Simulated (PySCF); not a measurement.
Job file and geometry (Å, from PBE0-D3(BJ)/def2-SVP) of an NMR shielding run on SMILES [BH4-], [BH4]-, GIAO wB97X-D/pcSseg-2 NMR shielding, non-relativistic, gas phase (PySCF); density fitting, a coarse starting grid and PySCF grid level 2 are the driver's defaults:

```
{"job": {"kind": "nmr", "xc": "wB97X-D", "basis": "pcSseg-2", "pop": false}, "charge": -1, "multiplicity": 1}
B      0.003479     0.001115    -0.006871
H     -0.797952    -0.835735    -0.482061
H      0.168810    -0.225522     1.213668
H     -0.459399     1.154941    -0.158265
H      1.102302    -0.089099    -0.600840
```

Problem. Write the output of this run.

Solution. 
```
coarse grid: 3568 points
cycle   1  E = -27.2120941987  dE = -3.167e-01  |g| = 3.047e-01  |ddm| = 1.116e+00
cycle   2  E = -27.2449398509  dE = -3.285e-02  |g| = 1.840e-01  |ddm| = 5.113e-01
cycle   3  E = -27.2559626510  dE = -1.102e-02  |g| = 1.353e-02  |ddm| = 1.359e-01
cycle   4  E = -27.2560914359  dE = -1.288e-04  |g| = 3.239e-03  |ddm| = 4.602e-02
cycle   5  E = -27.2560969714  dE = -5.536e-06  |g| = 2.582e-04  |ddm| = 1.277e-02
final grid: 32696 points
cycle   6  E = -27.2597558661  dE = -2.011e-05  |g| = 2.129e-03  |ddm| = 1.578e-02
cycle   7  E = -27.2597567460  dE = -8.799e-07  |g| = 1.109e-03  |ddm| = 3.481e-03
cycle   8  E = -27.2597571627  dE = -4.167e-07  |g| = 1.313e-04  |ddm| = 9.591e-04
cycle   9  E = -27.2597571694  dE = -6.725e-09  |g| = 1.096e-05  |ddm| = 3.625e-04
cycle  10  E = -27.2597571695  dE = -1.179e-10  |g| = 2.501e-06  |ddm| = 6.266e-05
converged SCF energy = -27.2597571695

GIAO shielding tensors (ppm)
atom      isotropic    diamagn.    paramagn.     s11        s22        s33       span
  0 B      152.479     183.777     -31.297    152.474    152.481    152.482      0.008
  1 H       31.554      29.508       2.045     30.293     30.293     34.075      3.782
  2 H       31.554      29.508       2.047     30.293     30.294     34.076      3.783
  3 H       31.554      29.509       2.045     30.292     30.293     34.075      3.783
  4 H       31.555      29.511       2.044     30.294     30.294     34.077      3.783
```

Problem. Turn these shieldings into chemical shifts. Shifts are taken against calculated references (same method and geometry level): ¹¹B (σref 99.96) against BF3·OEt2; ¹H (σref 31.36) vs TMS.

Solution. Averaging equivalent atoms: B 0: -52.5; H 1/2/3/4: -0.20 ppm. 

Size and cost of the density-fitted run: 92 basis functions, of the order of 1.6 core-seconds.
